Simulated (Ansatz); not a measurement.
**doublet O₂F: levels of theory in one basis**

```yaml
atoms:
  - { symbol: F, position_ang: [-0.0294, 0.1889, -1.2671] }
  - { symbol: O, position_ang: [-0.0129, -0.5121, 0.1752] }
  - { symbol: O, position_ang: [-0.0008, 0.3270, 1.0894] }
```

Basis set: cc-pVTZ (spherical functions). Correlated methods keep 3 orbitals frozen. Correlation on ROHF uses semicanonical orbitals with singles. Charge 0, multiplicity 2.

Computed with Ansatz (development build ahead of 0.2.0); each method stands on the lowest determinant of its kind that the runs found.

| method | E − E(ROHF) (eV) | <S²> of the determinant |
| --- | --- | --- |
| ROHF | 0.00 | 0.75 |
| UHF | -1.39 | 1.47 |
| ROHF-MP2 | -20.02 | – |

**Question.** What does UHF-MP2 give on the same scale?

**Answer.** -19.05 eV.

**Question.** Is a single determinant a sound starting point here?

**Answer.** It is doubtful. Unrestricted orbitals lower Hartree–Fock by 1.39 eV and <S²> is 1.47 where a pure state has 0.75, a sign of strong static correlation.

Caution for ROHF, ROHF-MP2: an unrestricted determinant lies well below. Caution for UHF, UHF-MP2: the unrestricted determinant is spin contaminated. Caution for ROHF-MP2: other determinants can give a lower correlated total. Caution for ROHF-MP2, UHF-MP2: forces differ strongly between restricted and unrestricted references.
